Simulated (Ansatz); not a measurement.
This geometry of BFH2 + H2S (7 atoms, charge 0, multiplicity 1) is a first-order saddle point.

Computed with RKS B3LYP/def2-SVP (Ansatz).

```xyz
7
Properties=species:S:1:pos:R:3
B 0.012 -0.238 0.055
H -0.202 0.085 1.321
H 1.070 0.256 -0.240
F -1.109 -0.045 -0.668
S 0.436 -2.258 0.330
H -0.857 -2.658 0.404
H 0.001 -0.980 1.276
```

Which two structures does it join? (They come from a converged band through this point; their orientation in space is the band's.)

Bonds broken: B1–H2, S5–H7. Bonds formed: B1–S5, H2–H7. BFH2 + H2S becomes BFH2S + H2.

Image 0:

```xyz
7
Properties=species:S:1:pos:R:3
B 0.024 0.284 -0.058
H 0.009 0.688 1.080
H 1.017 0.258 -0.743
F -1.153 0.094 -0.660
S 0.415 -2.302 0.792
H -0.687 -2.708 0.120
H -0.273 -2.152 1.947
```

Image 6:

```xyz
7
Properties=species:S:1:pos:R:3
B 0.107 -0.444 -1.050
H -0.186 -0.432 3.655
H 1.020 0.326 -1.206
F -1.081 -0.172 -1.570
S 0.394 -1.952 -0.107
H -0.865 -2.443 -0.209
H -0.038 -0.721 2.966
```

How far does it lie above each of them?

0.90 eV above the first and 1.39 eV above the second. This is the barrier of this one path; another mechanism may lie lower. The orbitals stay closed-shell, which can raise the energy where a bond breaks towards radicals; this wasn't checked here.

The run took 3.1 min on 1 thread of Intel(R) Xeon(R) Platinum 8259CL CPU @ 2.50GHz (Skylake/Cascade Lake) (shared host), peak memory 0.14 GiB.
